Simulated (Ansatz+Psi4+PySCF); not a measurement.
A calculation with Psi4 1.11.

```
molecule {
1 2
N 0.000000 0.000000 0.489670
F 0.000000 1.238220 -0.126950
F 1.072330 -0.619110 -0.126950
F -1.072330 -0.619110 -0.126950
}

set basis cc-pVTZ
set reference uhf
set scf_type pk
energy('scf')
```

The input is written out from the run's settings.

Output:

```yaml
Converged: yes
Total_energy: -352.18595 hartree
Spin_squared_of_the_determinant: 0.792
Occupied_orbitals_by_symmetry_in_an_Abelian_subgroup_alpha;_beta: 11 Ap 6 App; 10 Ap 6 App
```
